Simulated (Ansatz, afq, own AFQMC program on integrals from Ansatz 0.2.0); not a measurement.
# Where AFQMC and coupled cluster stand for Pd⁺, doublet

A free Pd cation.

Basis def2-TZVP with its core potentials. Only valence electrons are correlated. Integrals, coupled cluster, full CI and functionals: Ansatz 0.2.0; the random walks run on the same integrals in our own AFQMC program. ph-AFQMC/CISD is guided by a CISD state made of CCSD amplitudes; releasing the constraint for a short imaginary time cuts its bias at the price of noise, slowly where states lie close. ± is one standard error of the sampling. No spin–orbit coupling. The metal's outer-core s and p shells are frozen, which shifts wave-function levels against functionals.

Determinant: UHF, the one that the program's search chose, which needn't be the lowest solution.

No full CI on the walks' own integrals is used here; CCSDT(Q) serves as the reference and is uncertain by about the last step of the cluster series.

Cautions: no spin-orbit coupling; outer-core shells of the metal frozen; CCSDT(Q) on the ROHF determinant differs (57 meV higher), by its state or its frozen core.

The T1 diagnostic is 0.0029 and the weight of the determinant in the CISD state is 0.957. The ⟨S²⟩ of the determinant is 0.756 and the size of the correlated space is 9 electrons in 36 orbitals.

Reference: CCSDT(Q), correlation energy -5.600 eV. The released energy is read at 4.20 1/Eh (meV from the phaseless value at times in 1/Eh: -5.2 ± 1.4 at 0.60, -5.3 ± 1.5 at 1.20, -8 ± 3 at 2.00, -5 ± 3 at 3.00, -4 ± 4 at 4.20).

| level | E − E(reference) (kcal/mol) | share of correlation (%) |
| --- | --- | --- |
| HF | 129.13 | 0.00 |
| MP2 | 0.20 | 99.85 |
| CCSD | 1.95 | 98.49 |
| CCSD(T) | 0.21 | 99.84 |
| CCSDT | 0.13 | 99.90 |
| ph-AFQMC/CISD | 0.14 ± 0.04 | 99.89 |
| released AFQMC | 0.04 ± 0.09 | 99.97 |

A walk keeps the symmetry of its determinant, which the program's search chose and which needn't be the lowest solution, so a lower state of the same spin and another symmetry isn't excluded. Released energies are given only where the last usable release times agree within the noise; a slower fall can still hide under it.
